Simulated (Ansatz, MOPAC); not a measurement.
## Zinc-blende HgTe: properties by level of theory

Reference values: lattice constant a 6.46 Å (measured, room temperature, no zero-point or thermal correction; as tabulated in Cava et al. (2013), arXiv:1302.1059); bulk modulus 42.3 GPa (measured, temperature not stated, not corrected to a static lattice; as tabulated in Toher et al. (2017), arXiv:1611.05714).

```
level (code)                             lattice constant a (Å)  bulk modulus (GPa)
---------------------------------------  ----------------------  ------------------
PM7 semi-empirical Hartree-Fock (MOPAC)                   6.342                 123
PBE (Ansatz)                                              6.650                34.2
PBE+SOC (Ansatz)                                          6.629                34.7
PBE-D3(BJ) (Ansatz)                                       6.545                39.9
PBE-D4 (Ansatz)                                           6.542                40.2
r²SCANh (Ansatz)                                          6.551                42.0
```

Differences from the reference values (errors of the level alone only where the reference is corrected to a static lattice):

```csv
level,lattice constant a (%),bulk modulus (%)
PM7 semi-empirical Hartree-Fock (MOPAC),-1.83,+191
PBE,+2.94,-19.1
PBE+SOC,+2.62,-18.0
PBE-D3(BJ),+1.32,-5.7
PBE-D4,+1.27,-5.0
r²SCANh,+1.41,-0.7
```

Nearest: lattice constant a, not ranked (reference at room or unstated temperature); bulk modulus, not ranked (reference at room or unstated temperature).

Caveats: the method was fitted mainly to molecules (PM7 semi-empirical Hartree-Fock (MOPAC)); the run uses a supercell at the zone centre in place of a k mesh (PM7 semi-empirical Hartree-Fock (MOPAC)). Ansatz's density-functional and Hartree–Fock values are scalar-relativistic unless marked +SOC, with PAW data made under PBE.

Differences are worked out from the printed values.

The computed numbers hold no vibrational or temperature effects.

Ansatz is a program for electronic structure.
